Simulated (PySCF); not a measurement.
From computed data to an observable: entropy of an ideal gas

nitrogen trifluoride (F3N), SMILES FN(F)F.

The structure is a stationary point at B3LYP-D3(BJ)/def2-TZVP.

B3LYP-D3(BJ)/def2-TZVP run with PySCF 2.14.0 gives the harmonic wavenumbers 490, 490, 651, 889, 889, 1047 cm⁻¹ and the rotational temperatures 0.5081, 0.5081, 0.2783 K. The molar mass is 71.00 g/mol, the symmetry number 3, the spin multiplicity 1.

Work out the entropy at 298.15 K and 1 atm in the rigid-rotor, harmonic-oscillator model.


Translation (Sackur–Tetrode at 1 atm): S = R[1.5 ln M + 2.5 ln T − 1.16487] = 161.9 J/(mol K).
Rotation: q = (√π/σ) T^1.5/√(θA θB θC) = 11300, S = R[ln q + 3/2] = 90.1 J/(mol K).
Vibration: with u = 1.4388 ν/T, each mode gives R[u/(e^u − 1) − ln(1 − e^−u)]:
```csv
ν (cm⁻¹),modes,u,S (J/(mol K))
490,2,2.36,5.72
651,1,3.14,1.55
889,2,4.29,1.22
1047,1,5.05,0.32
```
These are all the modes. Sum 8.8 J/(mol K).
Spin: R ln 1 = 0.0 J/(mol K).
Total 260.8 J/(mol K); the program's own thermochemistry gives 260.8. Translation makes up 62 % and vibration 3 %. Anharmonicity, hindered rotation and orbital degeneracy are left out.
